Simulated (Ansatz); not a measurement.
I need a rigid torsion scan of C₂H₄FO, SMILES [CH2]OCF. Use Ansatz 0.2.0, Python API. Settings (for the species named): PBE0, def2-SVP basis, multiplicity 2.

| atom | x (Å) | y (Å) | z (Å) |
| --- | --- | --- | --- |
| C | -0.1468 | 1.2413 | -0.1649 |
| O | -0.7973 | 0.1457 | 0.2653 |
| C | 0.0592 | -0.9689 | 0.2645 |
| F | 0.5468 | -1.2254 | -1.0025 |
| H | 0.6721 | 1.1837 | -0.8304 |
| H | -0.8425 | 2.1643 | -0.1451 |
| H | -0.4155 | -1.8389 | 0.6712 |
| H | 1.0162 | -0.7590 | 0.8862 |

`torsion.py`:
```python
# -*- coding: utf-8 -*-
"""Rigid torsion scan of C2H4FO."""

import ansatz as az
from ase import Atoms


def main():
    atoms = Atoms(["C", "O", "C", "F", "H", "H", "H", "H"], positions=[
        [-0.1468, 1.2413, -0.1649],
        [-0.7973, 0.1457, 0.2653],
        [0.0592, -0.9689, 0.2645],
        [0.5468, -1.2254, -1.0025],
        [0.6721, 1.1837, -0.8304],
        [-0.8425, 2.1643, -0.1451],
        [-0.4155, -1.8389, 0.6712],
        [1.0162, -0.759, 0.8862],
    ])

    # start the scan from a relaxed geometry
    first = (
        az.Crystal.molecule_from_ase(atoms).calculation()
        .basis(gaussian="def2-SVP")
        .spin("collinear", total=1)
        .functional("pbe0")
        .relax(force_tolerance=0.02, max_steps=80)
    )
    atoms.positions = first.run().report["positions_ang"]

    start = atoms.get_dihedral(2, 1, 0, 4)
    energies = {}
    for turn in range(0, 360, 40):
        turned = atoms.copy()
        turned.set_dihedral(2, 1, 0, 4, start + turn, indices=[0, 4, 5])
        calculation = (
            az.Crystal.molecule_from_ase(turned).calculation()
            .basis(gaussian="def2-SVP")
            .correlation("MP2")
            .spin("collinear", total=1)
        )
        energies[round((start + turn) % 360)] = calculation.run().report["free_energy_ev"]
    floor = min(energies.values())
    print("dihedral C2-O1-C0-H4 (deg)   E - E(min) (kcal/mol)")
    for angle, e in sorted(energies.items()):
        print(f"{angle:8d} {23.060548 * (e - floor):14.3f}  " + "#" * int(30 * (e - floor) / max(max(energies.values()) - floor, 1e-9)))


if __name__ == "__main__":
    main()
```

```console
$ python torsion.py
dihedral C2-O1-C0-H4 (deg)   E - E(min) (kcal/mol)
      29          0.000
      69          2.351  #############
     109          4.972  #############################
     149          2.784  ################
     189          1.163  ######
     229          2.499  ##############
     269          5.100  ##############################
     309          4.365  #########################
     349          1.461  ########
```

Reading the output:
- The scan is rigid and the energies are electronic, in a modest basis. With rigid groups the curve can differ much from the relaxed path, the start wasn't checked as a minimum of this torsion, and equivalent turns needn't return to the same energy.
- The species is open-shell (spin multiplicity 2).
- The start is relaxed with a density functional and scanned with the wavefunction method, so it isn't exactly that method's minimum.
- The whole script took 19 s on 1 thread of AMD EPYC 9R14 (Zen 4) (shared host), peak memory 0.26 GiB.
